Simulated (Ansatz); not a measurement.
Input file:

```yaml
crystal:
  periodic: [false, false, false]
  atoms:
    - {symbol: P, position_ang: [0.000000, 0.000000, 0.000000]}
    - {symbol: H, position_ang: [0.000000, 0.000000, 2.318000]}
basis:
  gaussian: {orbitals: cc-pVTZ}
total_charge: 1
magnetization: {spin_polarized: false, initial_magnetization: 1}
correlation: {method: fci, electrons: outside_noble_gas}
```

```sh
$ ansatz run in.yaml --threads 1 --pin off --events-out ev --progress --plain --max-ram 2393MiB
```

Log:

```
487 factors; integrals over basis functions are off by at most 1.0e-7 eV
mean field evaluation 1: about -9274.1659 eV, gradient 5.1e0 eV
mean field evaluation 2: about -9274.1653 eV, gradient 5.1e0 eV
mean field evaluation 4: about -9274.3194 eV, gradient 3.0e-1 eV
mean field evaluation 8: about -9274.3198 eV, gradient 2.1e-4 eV
mean field evaluation 16: about -9274.3198 eV, gradient 2.1e-6 eV
mean field -9274.31977916 eV, -340.8249655243 hartree, gradient 2.2e-6 eV, S^2 0.750000; 2 other end points of the search recorded, 0 dependent functions left out
mean field evaluation 32: about -9275.3784 eV, gradient 5.5e-3 eV
unrestricted determinant -9275.38972755 eV, -340.8642854025 hartree, S^2 1.6081
5 core orbitals not correlated: weight in the atoms' cores, before any rotation towards them, 1.000 or more for the frozen orbitals, at most 0.000 for the correlated occupied ones
reference -9274.31977916 eV, -340.8249655243 hartree; 3, 2 occupied and 40, 41 virtual orbitals, 487 factors
state -9278.48217819 eV, -340.9779308674 hartree
Total energy: -9278.48217819 eV, -340.9779308674 hartree
```

Natural occupations: 1.9211 1.7408 0.9841 0.2330 0.0467 0.0148 0.0138 0.0108 0.0099 0.0075 0.0037 0.0037 0.0022 0.0013 0.0012 0.0012 0.0008 0.0006 0.0005 0.0003 0.0003 0.0003 0.0002 0.0002.

Ran on 1 thread of Arm Neoverse V1, shared host: 46 s wall, 0.42 GiB peak host memory.
